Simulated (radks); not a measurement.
# Nuclear size and the levels of S⁵⁺

Aim: how the total energy, the levels and the density at the nucleus of S⁵⁺ respond when the nuclear radius is scaled.

The numbers are computed with radks (a radial shooting solver on a logarithmic mesh, Libxc functionals) version 1 (Dirac Kohn-Sham, PBE, spin-unpolarised, spherical densities, finite nucleus), except any that are marked as measured or tabulated.

### Step 1. What is computed

- element: sulfur (Z = 16)
- charge: +5
- electrons: 11
- configuration: [Ne] 3s1
- nuclear rms radius: 3.2611 fm

Outer shells as boxes (Hund's rule):

S⁵⁺
```
[Ne] core
3s [↑ ]
```

### Step 2. rms radius 3.2611 fm

The run's settings:

```text
Z 16
configuration [Ne] 3s1 3p0 4s0
relativity Dirac
functional pbe,pbe
spin unpolarised
j_filling average
nucleus finite rms 3.2611 fm
c 137.035999084
```

### Step 3. rms radius 2.8959 fm

Input: that of step 2 with these lines changed.

```diff
@@ -6,3 +6,3 @@
 j_filling average
-nucleus finite rms 3.2611 fm
+nucleus finite rms 2.8959 fm
 c 137.035999084
```

### Step 4. rms radius 3.1046 fm

Input: that of step 3 with these lines changed.

```diff
@@ -6,3 +6,3 @@
 j_filling average
-nucleus finite rms 2.8959 fm
+nucleus finite rms 3.1046 fm
 c 137.035999084
```

### Step 5. rms radius 3.3785 fm

Input: that of step 4 with these lines changed.

```diff
@@ -6,3 +6,3 @@
 j_filling average
-nucleus finite rms 3.1046 fm
+nucleus finite rms 3.3785 fm
 c 137.035999084
```

### Step 6. rms radius 3.7568 fm

Input: that of step 5 with these lines changed.

```diff
@@ -6,3 +6,3 @@
 j_filling average
-nucleus finite rms 3.3785 fm
+nucleus finite rms 3.7568 fm
 c 137.035999084
```

**Question.** What will these runs give? Wanted: for each run, rms radius; total energy shift; density at nucleus; 1s1/2 shift; 2s1/2 shift.

As calculated:

```tsv
rms radius (fm)	total energy shift (eV)	density at nucleus (e/bohr³)	1s1/2 shift (meV)	2s1/2 shift (meV)
2.8959	-0.00215	2952	-0.903	-0.0648
3.1046	-0.000953	2948	-0.400	-0.0287
3.2611	0	2946	0	0
3.3785	0.000745	2944	0.313	0.0224
3.7568	0.00332	2939	1.39	0.1000
```

Shifts are against the first run. Over the range the 1s1/2 level moves by 0.00230 eV and the 2s1/2 level by 0.165 meV. A larger nucleus binds the 1s electrons less and lowers the density at its centre. These are shifts of eigenvalues, not the field shifts of spectral lines.
